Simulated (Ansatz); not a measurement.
# Smallest direct gap on the k points sampled of zinc-blende CuI at several levels of theory

No measured value is used here.

```json
[
 {"level (code)": "LDA (Ansatz)", "value (eV)": "0.96", "cell (Å³/atom)": "27.60"},
 {"level (code)": "PBE (Ansatz)", "value (eV)": "1.15", "cell (Å³/atom)": "27.60"},
 {"level (code)": "PBE-D4 (Ansatz)", "value (eV)": "1.25", "cell (Å³/atom)": "26.59"},
 {"level (code)": "B3LYP (VWN-RPA form) (Ansatz)", "value (eV)": "2.92", "cell (Å³/atom)": "27.60"},
 {"level (code)": "Hartree–Fock (Ansatz)", "value (eV)": "9.87", "cell (Å³/atom)": "27.60"}
]
```

Computed values are for a static lattice. Levels without +SOC have no spin–orbit coupling; where heavier elements are present it shifts gaps, mostly down, and can invert bands.  Values are at the measured cell; PBE-D4 at the level's own relaxed cell. Cutoffs and k meshes differ between the levels. Ansatz's density-functional and Hartree–Fock values are scalar-relativistic unless marked +SOC, with PAW data made under PBE.

Ansatz is a program for electronic structure.
